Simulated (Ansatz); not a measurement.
# CHB (triplet): wave-function methods side by side, def2-TZVPP

One table from this session's results is given with a row withheld; the runs are named, their logs left out.

Method: def2-TZVPP, core rule «outside noble gas», up to 2 orbitals frozen; program: Ansatz 0.2.0, Gaussian basis.

The runs, in order: UHF; ROHF; CCSD(T) on UHF.

2 further runs of the same task are left out: 2 set aside as unsound or not needed.

## What is computed

The geometry is a PBE0/def2-TZVP stationary point (not a proven minimum) of the parent state, kept for this charge and spin.

3 atoms, charge 0, spin multiplicity 3.

Atoms are counted from 1 here; the program's logs count them from 0.

Bond lengths: B1–C2 1.383 Å, C2–H3 1.083 Å. Angles: B1–C2–H3 134.1°.

As a file:

```xyz
3
charge 0, multiplicity 3
B     0.00000    0.08442    0.78359
C     0.00000   -0.12096   -0.58403
H     0.00000    0.53595   -1.44525
```

Set-up of the first run:

Input file in.yaml:

```yaml
crystal:
  periodic: [false, false, false]
  atoms:
    - {symbol: B, position_ang: [0.000000, 0.084416, 0.783587]}
    - {symbol: C, position_ang: [0.000000, -0.120961, -0.584032]}
    - {symbol: H, position_ang: [0.000000, 0.535945, -1.445249]}
basis:
  gaussian: {orbitals: def2-TZVPP}
magnetization: {spin_polarized: true, initial_magnetization: 2}
hamiltonian: {xc: hf}
output: {orbitals: {seedname: orbitals}}
```

Started as:

```console
ansatz run in.yaml --threads 1 --pin off --events-out ev --progress --plain --max-ram 2816MiB --backend cpu
```

Steps of the session up to this table: UHF; ROHF; CCSD(T) on UHF.

One of the session's tables, all rows but one given; the rest of the session is left out.

It belongs to the step «Misses and costs». 

```
  method  from UCCSD(T) (kcal/mol)
    ROHF                   +145.29
     UHF                   +142.46
    UMP2                         ?
   UCCSD                     +7.18
UCCSD(T)                         0
```

Q: Estimate the row for UMP2 from the others.

The run gave: from UCCSD(T) (kcal/mol): +23.41. In the column «from UCCSD(T) (kcal/mol)» it lies between UCCSD (+7.18) and UHF (+142.46).
